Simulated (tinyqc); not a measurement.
Worked calculation (part 2 of 3): UKS/B3LYP (VWN-RPA form) in the sto-6g basis, for H2O+, spin multiplicity 2. Computed by tinyqc, a small Python program that keeps every step (integrals from PySCF). Command: `OMP_NUM_THREADS=1 python tinyqc.py 26977 26978 out.jsonl` (the two numbers bound the seeds that draw the settings). One thread of a shared host (Intel(R) Xeon(R) Processor @ 2.60GHz), about 4 s of CPU time with the checks.

Geometry (angstrom):
```
atom         x          y         z
O     0.000000   0.000000  0.000000
H     0.000000   0.770000  0.622000
H     0.000000  -0.770000  0.622000
```

## Iteration 1: diagonalisation and new density

F(alpha) (hartree), order 1O 1s, 1O 2s, 1O 2px, 1O 2py, 1O 2pz, 2H 1s, 3H 1s:
```
[[-18.807335, -4.623679, 0.000000, 0.000000, -0.015789, -1.030221, -1.030221],
 [-4.623679, -2.124451, 0.000000, 0.000000, -0.226221, -0.888290, -0.888290],
 [0.000000, 0.000000, -0.354381, 0.000000, 0.000000, 0.000000, 0.000000],
 [0.000000, 0.000000, 0.000000, -0.426233, 0.000000, -0.345398, 0.345398],
 [-0.015789, -0.226221, 0.000000, 0.000000, -0.379703, -0.353000, -0.353000],
 [-1.030221, -0.888290, 0.000000, -0.345398, -0.353000, -0.836825, -0.381747],
 [-1.030221, -0.888290, 0.000000, 0.345398, -0.353000, -0.381747, -0.836825]]
```

F(beta) (hartree), order 1O 1s, 1O 2s, 1O 2px, 1O 2py, 1O 2pz, 2H 1s, 3H 1s:
```
[[-18.790748, -4.608468, 0.000000, 0.000000, -0.015909, -1.026825, -1.026825],
 [-4.608468, -2.044239, 0.000000, 0.000000, -0.228062, -0.868004, -0.868004],
 [0.000000, 0.000000, -0.085331, 0.000000, 0.000000, 0.000000, 0.000000],
 [0.000000, 0.000000, 0.000000, -0.396808, 0.000000, -0.343311, 0.343311],
 [-0.015909, -0.228062, 0.000000, 0.000000, -0.351099, -0.351768, -0.351768],
 [-1.026825, -0.868004, 0.000000, -0.343311, -0.351768, -0.849455, -0.377105],
 [-1.026825, -0.868004, 0.000000, 0.343311, -0.351768, -0.377105, -0.849455]]
```

X, order 1O 1s, 1O 2s, 1O 2px, 1O 2py, 1O 2pz, 2H 1s, 3H 1s:
```
[[-0.298973, 0.000000, 0.756125, 0.000000, -0.617692, 0.000000, 0.151559],
 [1.146455, 0.000000, -0.304553, 0.000000, -0.306550, 0.000000, 0.421645],
 [0.000000, 0.000000, 0.000000, 1.000000, 0.000000, 0.000000, 0.000000],
 [0.000000, 0.903633, 0.000000, 0.000000, 0.000000, 0.696932, 0.000000],
 [0.545581, 0.000000, 0.645729, 0.000000, 0.638252, 0.000000, 0.201159],
 [-0.725281, -0.849834, -0.153678, 0.000000, 0.125086, 0.370526, 0.377669],
 [-0.725281, 0.849834, -0.153678, 0.000000, 0.125086, -0.370526, 0.377669]]
```

Diagonalise F' = X^T F X, C = X C', fill 5 alpha and 4 beta electrons from the bottom; D(s) = C_occ C_occ^T. Each column has its largest component positive (the first on a tie).

F' = X^T F X (alpha) (hartree):
```
[[-0.357031, 0.000000, 1.371219, 0.000000, -1.123689, 0.000000, 0.316800],
 [0.000000, 0.055606, 0.000000, 0.000000, 0.000000, 0.196017, 0.000000],
 [1.371219, 0.000000, -8.509857, 0.000000, 8.371121, 0.000000, -3.473999],
 [0.000000, 0.000000, 0.000000, -0.354381, 0.000000, 0.000000, 0.000000],
 [-1.123689, 0.000000, 8.371121, 0.000000, -8.876389, 0.000000, 3.609586],
 [0.000000, 0.196017, 0.000000, 0.000000, 0.000000, -0.688753, 0.000000],
 [0.316800, 0.000000, -3.473999, 0.000000, 3.609586, 0.000000, -2.711933]]
```

orbital energies (alpha) (hartree): [-18.812613, -1.194988, -0.737216, -0.424888, -0.354381, -0.022721, 0.104069]

coefficients C (alpha), order 1O 1s, 1O 2s, 1O 2px, 1O 2py, 1O 2pz, 2H 1s, 3H 1s:
```
[[0.995475, -0.198854, 0.000000, -0.163192, 0.000000, -0.092081, 0.000000],
 [0.021261, 0.699226, 0.000000, 0.855501, 0.000000, 0.676475, 0.000000],
 [0.000000, 0.000000, 0.000000, 0.000000, 1.000000, 0.000000, 0.000000],
 [0.000000, 0.000000, 0.459678, 0.000000, 0.000000, 0.000000, 1.044492],
 [0.003460, 0.228958, 0.000000, -0.533786, 0.000000, 0.908346, 0.000000],
 [-0.005207, 0.236803, 0.563666, -0.428041, 0.000000, -0.684550, -0.736063],
 [-0.005207, 0.236803, -0.563666, -0.428041, 0.000000, -0.684550, 0.736063]]
```

F' = X^T F X (beta) (hartree):
```
[[-0.329178, 0.000000, 1.358285, 0.000000, -1.131104, 0.000000, 0.366007],
 [0.000000, 0.048274, 0.000000, 0.000000, 0.000000, 0.224350, 0.000000],
 [1.358285, 0.000000, -8.486052, 0.000000, 8.384616, 0.000000, -3.479016],
 [0.000000, 0.000000, 0.000000, -0.085331, 0.000000, 0.000000, 0.000000],
 [-1.131104, 0.000000, 8.384616, 0.000000, -8.848313, 0.000000, 3.592179],
 [0.000000, 0.224350, 0.000000, 0.000000, 0.000000, -0.677048, 0.000000],
 [0.366007, 0.000000, -3.479016, 0.000000, 3.592179, 0.000000, -2.682714]]
```

orbital energies (beta) (hartree): [-18.795586, -1.149041, -0.740833, -0.388976, -0.085331, -0.012655, 0.112059]

coefficients C (beta), order 1O 1s, 1O 2s, 1O 2px, 1O 2py, 1O 2pz, 2H 1s, 3H 1s:
```
[[0.995682, -0.187160, 0.000000, -0.174801, 0.000000, -0.093042, 0.000000],
 [0.020324, 0.636072, 0.000000, 0.905520, 0.000000, 0.673721, 0.000000],
 [0.000000, 0.000000, 0.000000, 0.000000, 1.000000, 0.000000, 0.000000],
 [0.000000, 0.000000, 0.423248, 0.000000, 0.000000, 0.000000, 1.059777],
 [0.003357, 0.231177, 0.000000, -0.500620, 0.000000, 0.926488, 0.000000],
 [-0.004993, 0.276810, 0.588807, -0.430579, 0.000000, -0.667745, -0.716110],
 [-0.004993, 0.276810, -0.588807, -0.430579, 0.000000, -0.667745, 0.716110]]
```

D(alpha) after iteration 1, order 1O 1s, 1O 2s, 1O 2px, 1O 2py, 1O 2pz, 2H 1s, 3H 1s:
```
[[1.057144, -0.257490, 0.000000, 0.000000, 0.045025, 0.017580, 0.017580],
 [-0.257490, 1.221250, 0.000000, 0.000000, -0.296487, -0.200721, -0.200721],
 [0.000000, 0.000000, 1.000000, 0.000000, 0.000000, 0.000000, 0.000000],
 [0.000000, 0.000000, 0.000000, 0.211304, 0.000000, 0.259105, -0.259105],
 [0.045025, -0.296487, 0.000000, 0.000000, 0.337361, 0.282682, 0.282682],
 [0.017580, -0.200721, 0.000000, 0.259105, 0.282682, 0.557042, -0.078397],
 [0.017580, -0.200721, 0.000000, -0.259105, 0.282682, -0.078397, 0.557042]]
```

D(beta) after iteration 1, order 1O 1s, 1O 2s, 1O 2px, 1O 2py, 1O 2pz, 2H 1s, 3H 1s:
```
[[1.056967, -0.257097, 0.000000, 0.000000, 0.047585, 0.018486, 0.018486],
 [-0.257097, 1.224968, 0.000000, 0.000000, -0.306208, -0.213928, -0.213928],
 [0.000000, 0.000000, 0.000000, 0.000000, 0.000000, 0.000000, 0.000000],
 [0.000000, 0.000000, 0.000000, 0.179139, 0.000000, 0.249211, -0.249211],
 [0.047585, -0.306208, 0.000000, 0.000000, 0.304074, 0.279532, 0.279532],
 [0.018486, -0.213928, 0.000000, 0.249211, 0.279532, 0.608741, -0.084646],
 [0.018486, -0.213928, 0.000000, -0.249211, 0.279532, -0.084646, 0.608741]]
```

## Iteration 2: exchange-correlation on the grid

Becke grid with 10 radial and 14 angular points per atom, points of zero weight dropped. rho = sum D_ij phi_i phi_j; V_xc,ij = sum w v_xc phi_i phi_j plus the gradient terms; v_xc is d(rho eps)/d rho(s) for spin s at fixed gradient. Exact exchange is left to K.

The 16 grid points with the largest w rho, of 418 (bohr, atomic units):
```
x                  y          z         w  rho(alpha)  rho(beta)     eps_xc  v_xc(alpha)
0.687448    0.687448  -0.687448  0.853712    0.127719   0.084893  -0.433666    -0.519568
0.687448   -0.687448  -0.687448  0.853712    0.127719   0.084893  -0.433666    -0.519568
-0.687448   0.687448  -0.687448  0.853712    0.127719   0.084893  -0.433666    -0.519568
-0.687448  -0.687448  -0.687448  0.853712    0.127719   0.084893  -0.433666    -0.519568
0.000000    0.000000  -1.190694  0.760537    0.119761   0.117111  -0.443679    -0.519793
1.190694    0.000000   0.000000  0.759649    0.166560   0.043954  -0.448492    -0.544607
-1.190694   0.000000   0.000000  0.759649    0.166560   0.043954  -0.448492    -0.544607
-0.687448   0.687448   0.687448  0.587922    0.131506   0.087103  -0.422212    -0.532889
0.687448   -0.687448   0.687448  0.587922    0.131506   0.087103  -0.422212    -0.532889
0.687448    0.687448   0.687448  0.587922    0.131506   0.087103  -0.422212    -0.532889
-0.687448  -0.687448   0.687448  0.587922    0.131506   0.087103  -0.422212    -0.532889
0.382923    0.382923  -0.382923  0.175861    0.417982   0.275300  -0.590529    -0.781250
0.382923   -0.382923  -0.382923  0.175861    0.417982   0.275300  -0.590529    -0.781250
-0.382923   0.382923  -0.382923  0.175861    0.417982   0.275300  -0.590529    -0.781250
-0.382923  -0.382923  -0.382923  0.175861    0.417982   0.275300  -0.590529    -0.781250
0.000000    0.000000   1.190694  0.659969    0.094834   0.089096  -0.397786    -0.488214
```

electrons on the grid, sum of w rho = 9.001849

E_xc = sum of w rho eps_xc = -6.91588911 hartree

V_xc(alpha) (hartree), order 1O 1s, 1O 2s, 1O 2px, 1O 2py, 1O 2pz, 2H 1s, 3H 1s:
```
[[-2.504223, -0.297518, 0.000000, 0.000000, 0.003320, -0.073714, -0.073714],
 [-0.297518, -0.622714, 0.000000, 0.000000, 0.002653, -0.236586, -0.236586],
 [0.000000, 0.000000, -0.635907, 0.000000, 0.000000, 0.000000, 0.000000],
 [0.000000, 0.000000, 0.000000, -0.612634, 0.000000, -0.147240, 0.147240],
 [0.003320, 0.002653, 0.000000, 0.000000, -0.617825, -0.121214, -0.121214],
 [-0.073714, -0.236586, 0.000000, -0.147240, -0.121214, -0.426987, -0.099918],
 [-0.073714, -0.236586, 0.000000, 0.147240, -0.121214, -0.099918, -0.426987]]
```

V_xc(beta) (hartree), order 1O 1s, 1O 2s, 1O 2px, 1O 2py, 1O 2pz, 2H 1s, 3H 1s:
```
[[-2.492758, -0.289852, 0.000000, 0.000000, 0.003650, -0.072151, -0.072151],
 [-0.289852, -0.568263, 0.000000, 0.000000, 0.005106, -0.223426, -0.223426],
 [0.000000, 0.000000, -0.526017, 0.000000, 0.000000, 0.000000, 0.000000],
 [0.000000, 0.000000, 0.000000, -0.585281, 0.000000, -0.144472, 0.144472],
 [0.003650, 0.005106, 0.000000, 0.000000, -0.592118, -0.118837, -0.118837],
 [-0.072151, -0.223426, 0.000000, -0.144472, -0.118837, -0.426809, -0.096951],
 [-0.072151, -0.223426, 0.000000, 0.144472, -0.118837, -0.096951, -0.426809]]
```

## Iteration 2: building the Kohn-Sham matrix

core Hamiltonian H = T + V (hartree), order 1O 1s, 1O 2s, 1O 2px, 1O 2py, 1O 2pz, 2H 1s, 3H 1s:
```
[[-33.000335, -7.294450, 0.000000, 0.000000, -0.019302, -1.634359, -1.634359],
 [-7.294450, -9.215156, 0.000000, 0.000000, -0.217189, -3.535067, -3.535067],
 [0.000000, 0.000000, -7.448464, 0.000000, 0.000000, 0.000000, 0.000000],
 [0.000000, 0.000000, 0.000000, -7.589327, 0.000000, -1.914145, 1.914145],
 [-0.019302, -0.217189, 0.000000, 0.000000, -7.540381, -1.615949, -1.615949],
 [-1.634359, -3.535067, 0.000000, -1.914145, -1.615949, -4.953142, -1.513542],
 [-1.634359, -3.535067, 0.000000, 1.914145, -1.615949, -1.513542, -4.953142]]
```

nuclear repulsion = 8.89735957 hartree

Given earlier and not repeated: Two-electron integrals (ij|kl) in chemists' order.

J_ij = sum D_kl (ij|kl) with D = D(alpha) + D(beta), K_ij = sum D_kl (ik|jl) for each spin; F = H + J - 0.2 K(s) + V_xc; E = tr D H + tr D J / 2 - 0.1 sum_s tr D(s) K(s) + E_xc + E_nn.

Coulomb J (hartree), order 1O 1s, 1O 2s, 1O 2px, 1O 2py, 1O 2pz, 2H 1s, 3H 1s:
```
[[15.788334, 2.733361, 0.000000, 0.000000, -0.001829, 0.628871, 0.628871],
 [2.733361, 7.078016, 0.000000, 0.000000, 0.103794, 2.745895, 2.745895],
 [0.000000, 0.000000, 7.039418, 0.000000, 0.000000, 0.000000, 0.000000],
 [0.000000, 0.000000, 0.000000, 7.103451, 0.000000, 1.658511, -1.658511],
 [-0.001829, 0.103794, 0.000000, 0.000000, 7.091178, 1.382517, 1.382517],
 [0.628871, 2.745895, 0.000000, 1.658511, 1.382517, 4.613190, 1.215877],
 [0.628871, 2.745895, 0.000000, -1.658511, 1.382517, 1.215877, 4.613190]]
```

exchange K(alpha) (hartree), order 1O 1s, 1O 2s, 1O 2px, 1O 2py, 1O 2pz, 2H 1s, 3H 1s:
```
[[4.898576, 0.744182, 0.000000, 0.000000, 0.003663, 0.182101, 0.182101],
 [0.744182, 1.254676, 0.000000, 0.000000, -0.040181, 0.525469, 0.525469],
 [0.000000, 0.000000, 1.128243, 0.000000, 0.000000, 0.000000, 0.000000],
 [0.000000, 0.000000, 0.000000, 0.748159, 0.000000, 0.323192, -0.323192],
 [0.003663, -0.040181, 0.000000, 0.000000, 0.791958, 0.288202, 0.288202],
 [0.182101, 0.525469, 0.000000, 0.323192, 0.288202, 0.719058, 0.216165],
 [0.182101, 0.525469, 0.000000, -0.323192, 0.288202, 0.216165, 0.719058]]
```

exchange K(beta) (hartree), order 1O 1s, 1O 2s, 1O 2px, 1O 2py, 1O 2pz, 2H 1s, 3H 1s:
```
[[4.870913, 0.702384, 0.000000, 0.000000, 0.003408, 0.171589, 0.171589],
 [0.702384, 1.060959, 0.000000, 0.000000, -0.048728, 0.468839, 0.468839],
 [0.000000, 0.000000, 0.243908, 0.000000, 0.000000, 0.000000, 0.000000],
 [0.000000, 0.000000, 0.000000, 0.669748, 0.000000, 0.311979, -0.311979],
 [0.003408, -0.048728, 0.000000, 0.000000, 0.714964, 0.277393, 0.277393],
 [0.171589, 0.468839, 0.000000, 0.311979, 0.277393, 0.716860, 0.201308],
 [0.171589, 0.468839, 0.000000, -0.311979, 0.277393, 0.201308, 0.716860]]
```

F(alpha) (hartree), order 1O 1s, 1O 2s, 1O 2px, 1O 2py, 1O 2pz, 2H 1s, 3H 1s:
```
[[-20.695939, -5.007444, 0.000000, 0.000000, -0.018544, -1.115623, -1.115623],
 [-5.007444, -3.010789, 0.000000, 0.000000, -0.102706, -1.130852, -1.130852],
 [0.000000, 0.000000, -1.270602, 0.000000, 0.000000, 0.000000, 0.000000],
 [0.000000, 0.000000, 0.000000, -1.248143, 0.000000, -0.467513, 0.467513],
 [-0.018544, -0.102706, 0.000000, 0.000000, -1.225420, -0.412286, -0.412286],
 [-1.115623, -1.130852, 0.000000, -0.467513, -0.412286, -0.910751, -0.440816],
 [-1.115623, -1.130852, 0.000000, 0.467513, -0.412286, -0.440816, -0.910751]]
```

F(beta) (hartree), order 1O 1s, 1O 2s, 1O 2px, 1O 2py, 1O 2pz, 2H 1s, 3H 1s:
```
[[-20.678942, -4.991418, 0.000000, 0.000000, -0.018163, -1.111958, -1.111958],
 [-4.991418, -2.917595, 0.000000, 0.000000, -0.098543, -1.106366, -1.106366],
 [0.000000, 0.000000, -0.983844, 0.000000, 0.000000, 0.000000, 0.000000],
 [0.000000, 0.000000, 0.000000, -1.205107, 0.000000, -0.462502, 0.462502],
 [-0.018163, -0.098543, 0.000000, 0.000000, -1.184313, -0.407747, -0.407747],
 [-1.111958, -1.106366, 0.000000, -0.462502, -0.407747, -0.910133, -0.434878],
 [-1.111958, -1.106366, 0.000000, 0.462502, -0.407747, -0.434878, -0.910133]]
```

total energy of this density = -75.16223359 hartree

## Iteration 2: diagonalisation and new density

As before.

F' = X^T F X (alpha) (hartree):
```
[[-0.837447, 0.000000, 1.612341, 0.000000, -1.324323, 0.000000, -0.038265],
 [0.000000, -0.261880, 0.000000, 0.000000, 0.000000, -0.249363, 0.000000],
 [1.612341, 0.000000, -9.887455, 0.000000, 8.760391, 0.000000, -3.733104],
 [0.000000, 0.000000, 0.000000, -1.270602, 0.000000, 0.000000, 0.000000],
 [-1.324323, 0.000000, 8.760391, 0.000000, -10.175772, 0.000000, 3.958908],
 [0.000000, -0.249363, 0.000000, 0.000000, 0.000000, -1.218182, 0.000000],
 [-0.038265, 0.000000, -3.733104, 0.000000, 3.958908, 0.000000, -3.205390]]
```

orbital energies (alpha) (hartree): [-20.699240, -1.915315, -1.279299, -1.270602, -1.226115, -0.265393, -0.200762]

coefficients C (alpha), order 1O 1s, 1O 2s, 1O 2px, 1O 2py, 1O 2pz, 2H 1s, 3H 1s:
```
[[0.996546, -0.246841, 0.000000, 0.000000, 0.047992, 0.096359, 0.000000],
 [0.016359, 1.013347, 0.000000, 0.000000, -0.249036, -0.767925, 0.000000],
 [0.000000, 0.000000, 0.000000, 1.000000, 0.000000, 0.000000, 0.000000],
 [0.000000, 0.000000, 0.892006, 0.000000, 0.000000, 0.000000, -0.711753],
 [0.002917, 0.143726, 0.000000, 0.000000, 0.930116, -0.525998, 0.000000],
 [-0.004031, 0.003693, 0.157573, 0.000000, 0.106797, 0.834563, 0.913607],
 [-0.004031, 0.003693, -0.157573, 0.000000, 0.106797, 0.834563, -0.913607]]
```

F' = X^T F X (beta) (hartree):
```
[[-0.785654, 0.000000, 1.603222, 0.000000, -1.331205, 0.000000, 0.014765],
 [0.000000, -0.249817, 0.000000, 0.000000, 0.000000, -0.221490, 0.000000],
 [1.603222, 0.000000, -9.859210, 0.000000, 8.777215, 0.000000, -3.738153],
 [0.000000, 0.000000, 0.000000, -0.983844, 0.000000, 0.000000, 0.000000],
 [-1.331205, 0.000000, 8.777215, 0.000000, -10.142878, 0.000000, 3.944861],
 [0.000000, -0.221490, 0.000000, 0.000000, 0.000000, -1.193564, 0.000000],
 [0.014765, 0.000000, -3.738153, 0.000000, 3.944861, 0.000000, -3.164305]]
```

orbital energies (beta) (hartree): [-20.681886, -1.824989, -1.242960, -1.187636, -0.983844, -0.257534, -0.200421]

coefficients C (beta), order 1O 1s, 1O 2s, 1O 2px, 1O 2py, 1O 2pz, 2H 1s, 3H 1s:
```
[[0.996751, -0.243431, 0.000000, 0.052112, 0.000000, 0.100680, 0.000000],
 [0.015418, 0.993686, 0.000000, -0.270966, 0.000000, -0.785999, 0.000000],
 [0.000000, 0.000000, 0.000000, 0.000000, 1.000000, 0.000000, 0.000000],
 [0.000000, 0.000000, 0.876917, 0.000000, 0.000000, 0.000000, -0.730263],
 [0.002784, 0.143854, 0.000000, 0.921790, 0.000000, -0.540422, 0.000000],
 [-0.003811, 0.022737, 0.176657, 0.116878, 0.000000, 0.832910, 0.910110],
 [-0.003811, 0.022737, -0.176657, 0.116878, 0.000000, 0.832910, -0.910110]]
```

D(alpha) after iteration 2, order 1O 1s, 1O 2s, 1O 2px, 1O 2py, 1O 2pz, 2H 1s, 3H 1s:
```
[[1.056338, -0.245785, 0.000000, 0.000000, 0.012067, 0.000197, 0.000197],
 [-0.245785, 1.089158, 0.000000, 0.000000, -0.085940, -0.022920, -0.022920],
 [0.000000, 0.000000, 1.000000, 0.000000, 0.000000, 0.000000, 0.000000],
 [0.000000, 0.000000, 0.000000, 0.795675, 0.000000, 0.140556, -0.140556],
 [0.012067, -0.085940, 0.000000, 0.000000, 0.885781, 0.099852, 0.099852],
 [0.000197, -0.022920, 0.000000, 0.140556, 0.099852, 0.036265, -0.013394],
 [0.000197, -0.022920, 0.000000, -0.140556, 0.099852, -0.013394, 0.036265]]
```

D(beta) after iteration 2, order 1O 1s, 1O 2s, 1O 2px, 1O 2py, 1O 2pz, 2H 1s, 3H 1s:
```
[[1.055487, -0.240647, 0.000000, 0.000000, 0.015792, -0.003243, -0.003243],
 [-0.240647, 1.061073, 0.000000, 0.000000, -0.106785, -0.009135, -0.009135],
 [0.000000, 0.000000, 0.000000, 0.000000, 0.000000, 0.000000, 0.000000],
 [0.000000, 0.000000, 0.000000, 0.768983, 0.000000, 0.154913, -0.154913],
 [0.015792, -0.106785, 0.000000, 0.000000, 0.870398, 0.110997, 0.110997],
 [-0.003243, -0.009135, 0.000000, 0.154913, 0.110997, 0.045399, -0.017016],
 [-0.003243, -0.009135, 0.000000, -0.154913, 0.110997, -0.017016, 0.045399]]
```
